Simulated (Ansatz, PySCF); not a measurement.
Species: C2H3O, charge 0, doublet. C2H3O (SMILES [CH2]C=O, doublet).
B3LYP-D3(BJ)/def2-TZVP minimum from Ansatz (an electronic-structure program):
```xyz
6

O      1.0886     0.2494    -0.4273
C      0.0466     0.3623     0.2203
H     -0.0990     1.2298     0.8885
C     -1.0108    -0.5831     0.1583
H     -1.9128    -0.4520     0.7415
H     -0.9117    -1.4488    -0.4833
```
Charge 0, spin multiplicity 2.

Atomisation energy term by term, kcal/mol (programs: Ansatz). Radicals and triplets start from unrestricted determinants; spin-orbit coupling is neglected. Cores are frozen in correlated methods. Rows without X2C or -DK are non-relativistic. CBS(X,Y): correlation extrapolated as X^-3, Hartree-Fock from the larger set. A bracket is a step between two methods taken in the basis named. '+ core + X2C': CCSD(T) terms for core correlation (cc-pwCVTZ) and scalar relativity (cc-pVTZ-DK). For partners of very few electrons the exact lower level stands in for a higher one. The UHF reference of C2H3O ([CH2]C=O, doublet) is spin-contaminated (<S^2> up to 0.18 over the pure value in the sets run).

| term | basis | kcal/mol |
|---|---|---|
| Hartree-Fock | aug-cc-pVQZ | 417.39 |
| CCSD correlation | CBS(aug-cc-pVTZ,aug-cc-pVQZ) | 145.01 |
| (T) | CBS(aug-cc-pVTZ,aug-cc-pVQZ) | 10.69 |
| CCSDT(Q) - CCSD(T) | aug-cc-pVDZ | 0.98 |
| core correlation | cc-pwCVTZ | 2.37 |
| scalar relativity | X2C, cc-pVTZ-DK | -0.50 |
| minus zero-point energy | Hessian by PySCF at B3LYP-D3(BJ)/def2-TZVP | -26.60 |
| sum: D0 |  | 549.3 |
